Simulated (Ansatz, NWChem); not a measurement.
**How methods differ on SiS (SMILES [Si-]#[S+])**

The species is SiS (2 atoms), meant as a singlet with charge 0. As SMILES, `[Si-]#[S+]`. Geometry: the measured bond length.

```xyz
2

Si    0.0000    0.0000    0.0000
S     0.0000    0.0000    1.9293
```

Quantity: the electronic atomisation energy, in eV. The values are calculated. Electronic energies at fixed atoms, without zero-point motion or spin-orbit coupling.

```
             level                    kind  program  value (eV)  CPU time (all runs)
       PBE/cc-pVTZ                     GGA   NWChem        6.40                 42 s
     BHLYP/cc-pVTZ           global hybrid   Ansatz        5.73                4.1 s
   r2SCAN0/cc-pVTZ         hybrid meta-GGA   Ansatz        5.98                9.6 s
     HSE06/cc-pVTZ  range-separated hybrid   Ansatz        6.14                5.5 s
   wB97M-V/cc-pVTZ  range-separated hybrid   Ansatz        6.40                 29 s
   BCCD(T)/cc-pVTZ   coupled cluster or CI   Ansatz           ?                4.3 s
      CCSD/cc-pVTZ   coupled cluster or CI   Ansatz        5.66                2.8 s
CR-CCSD(T)/cc-pVTZ   coupled cluster or CI   NWChem           ?              2.3 min
        FCI/STO-3G      exact in the basis   Ansatz        6.51               0.41 s
```

Question: Estimate the missing values from the other rows.

Answer: As computed at these levels: BCCD(T)/cc-pVTZ: 5.95 eV; CR-CCSD(T)/cc-pVTZ: 5.86 eV. The values span 5.66 to 6.51 eV. High-level rows in very small sets aren't better than simpler rows in larger ones. CPU times are rough (shared hosts, several kinds of processor): they show what a rung costs within a factor of a few.
